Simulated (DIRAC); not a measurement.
**doublet [SiCl2]+: HF/dyall-acv2z (sfX2C, open shell 3 in 4 spinors, resolve yes, uncontracted yes)**

Aim: orbital energies of doublet [SiCl2]+. 

Program for the calculation: DIRAC 26.1 (patched).

13 further runs of the same task are left out: 13 set aside as unsound or not needed. Runs told in other sessions of the task aren't counted.

**1. The system as given**

[SiCl2]+: 3 atoms, total charge +1, spin state doublet. SMILES of the parent species: `Cl[Si]Cl`. The coordinates come from a PBE0-D4/def2-TZVP, symmetrised relaxation. That shape belongs to the parent species and isn't relaxed for this state.

Bond lengths: Cl1–Si2 2.077 Å, Si2–Cl3 2.077 Å. Angles: Cl1–Si2–Cl3 101.3°.

**2. Orbital energies at HF/dyall-acv2z (sfX2C, open shell 3 in 4 spinors, resolve yes, uncontracted yes)**

Contents of Cl2Si.xyz:

```xyz
3
geometry
Cl      0.23649385      1.60303732      0.30659857
Si     -0.82741352     -0.01120235     -0.45340985
Cl      0.41897459     -1.59416294      0.05258802
```

Contents of scf.inp:

```
! ip_ea
**DIRAC
.WAVE FUNCTION
**HAMILTONIAN
.X2C
.SPINFREE
**INTEGRALS
*READIN
.UNCONTRACT
**WAVE FUNCTION
.SCF
.RESOLVE
*SCF
.CLOSED SHELL
 44
.OPEN SHELL
 1
 3/4
**MOLECULE
*BASIS
.DEFAULT
dyall.acv2z
*CHARGE
.CHARGE
 1
**END OF INPUT
```

The run is started by

```
pam --inp=scf.inp --mol=Cl2Si.xyz --noarch --mw=163 --aw=368
```

Q: Predict the results. Wanted: total energy; HOMO energy; LUMO energy.

**Answer.** As computed:

Level: HF/dyall-acv2z (sfX2C, open shell 3 in 4 spinors, resolve yes, uncontracted yes).

| quantity | value |
| --- | --- |
| total energy | -1211.05166 Eh |
| HOMO energy (partly filled) | -15.89 eV |
| LUMO energy | -5.70 eV |
